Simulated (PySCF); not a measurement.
Gas-phase reaction: 2 BHCl2 = BH2Cl + BCl3

Computed with PySCF (xtb for GFN2) and rigid-rotor harmonic-oscillator thermochemistry at 1 bar. † marks an energy on the PBE0/def2-TZVP geometry and frequencies; other levels use their own. 6-31G* has spherical d functions here. All species are closed-shell singlets. B3LYP is the form with VWN-RPA correlation. BH2Cl: computed as isolated molecules; such fragments, hydroxides, amides, oligomers or adducts are transient or little studied in the gas. The harmonic model lacks anharmonicity and excited electronic states, which grow with temperature; levels with a mode under 35 cm⁻¹ are left out.

```tsv
level	ΔE electronic, kJ	ΔH°(298 K), kJ	ΔS°(298 K), J/K	ΔG°(2000 K), kJ
B3LYP/6-31G*	21	20	-12	41
B3LYP/def2-TZVP†	21	19	-12	40
GFN2-xTB	28	27	-10	44
HF/def2-TZVP†	20	18	-12	39
M06-2X/def2-TZVP†	18	17	-12	38
r2SCAN/def2-TZVP†	19	17	-12	38
ωB97X-V/def2-TZVP†	17	16	-12	37
```
ΔH° is lowest at ωB97X-V/def2-TZVP† and highest at GFN2-xTB. No reference value is set beside these.
